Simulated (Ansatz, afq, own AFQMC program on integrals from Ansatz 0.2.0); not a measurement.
B₂H₂, singlet → B2H2, triplet

```xyz
4

B     0.0000    0.0000    0.7529
B     0.0000    0.0000   -1.0096
H     0.0000    1.0240    1.3765
H     0.0000   -1.0240    1.3765
```

Connectivity, by distances: BH2–B.

E(triplet, charge +0) − E(singlet, charge +0) at this geometry, on RHF and UHF determinants.

Basis 6-31G. Noble-gas cores (and the filled d shells of Ga–Kr and In–Xe) are frozen. AFQMC by an in-house program on the Cholesky factors that Ansatz 0.2.0 writes for its CCSD(T) run. ph-AFQMC/CISD is guided by a CISD state made of CCSD amplitudes; releasing the constraint for a short imaginary time cuts its bias at the price of noise, slowly where states lie close. Uncertainties: one standard error, sampling alone. The errors of all members are added in quadrature.

Full CI on the same integrals is exact in this basis and with this determinant's frozen core.

Errors are counted within 6-31G, not against nature.

Cautions: B₂H₂ (singlet): another spin lies lower, restricted determinant unstable towards unrestricted (UHF 598 meV lower, ⟨S²⟩ 0.84), the released energies are still falling, so no released level is given (meV from the phaseless value at times in 1/Eh: -1.4 ± 2.3 at 0.24, -3.3 ± 2.3 at 0.51, -6.9 ± 2.2 at 0.99, -9 ± 3 at 1.62, -16 ± 3 at 2.40), though the last usable value meets full CI within the noise, CCSDTQ on the UHF determinant differs (489 meV lower), perhaps since the unrestricted series falls towards higher spin.

Reference (full CI): -11.3 kcal/mol.

```tsv
level	vertical spin gap (kcal/mol)	error against FCI (kcal/mol)
HF	-21.2	-9.8
MP2	-15.8	-4.5
CCSD	-10.8	0.5
CCSD(T)	-11.1	0.2
CCSDT	-11.4	-0.1
CCSDT(Q)	-11.4	0.0
CCSDTQ	-11.3	0.0
ph-AFQMC/HF	-10.6 ± 0.7	0.7 ± 0.7
ph-AFQMC/CISD	-11.3 ± 0.07	0.0 ± 0.07
```

Correlation beyond CCSD(T) takes off 0.2 kcal/mol. The perturbative (T) step is worth −0.3 kcal/mol.

CCSDT and higher add their correlation energy to the determinant of the CCSD(T) run, since their own runs factorise the integrals more tightly (a shift of under 2 meV). A walk keeps the symmetry of its determinant, which the program's search chose and which needn't be the lowest solution, so a lower state of the same spin and another symmetry isn't excluded.
